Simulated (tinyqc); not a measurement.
The integration grid: Kohn-Sham M06L on finer and finer grids in the sto-3g basis, for LiH, spin multiplicity 3. Computed by the program tinyqc with PySCF. Self-consistent on each grid; the net force on the molecule should vanish.

Geometry (angstrom):
```
atom,x,y,z
Li,0.0000,0.0000,0.0000
H,0.0000,0.0000,1.7570
```

Kohn-Sham energy on Becke grids (radial x angular points per atom):
```
grid,points,residual of the electron count,E (hartree),E - finest (mhartree),largest net force without grid terms (hartree/bohr)
10 x 14,274,5.70e-02,-7.87641,-61.80289,7.82e-02
15 x 26,771,-1.36e-02,-7.79232,22.27765,5.63e-03
20 x 50,1988,3.06e-04,-7.80774,6.86345,6.96e-03
30 x 86,5141,3.61e-04,-7.81634,-1.73310,2.23e-03
50 x 194,19356,-2.16e-06,-7.81460,-0.00178,4.65e-04
75 x 302,45213,2.61e-09,-7.81461,-0.00721,6.42e-05
120 x 590,141437,-3.62e-09,-7.81460,0.00000,2.98e-05
```

What does the comparison show, and why?

The energy is within 0.1 mhartree of the finest grid first at 50 x 194. The error has both signs, since quadrature is not variational. The electron count and the net force are cheap signs of a poor grid.
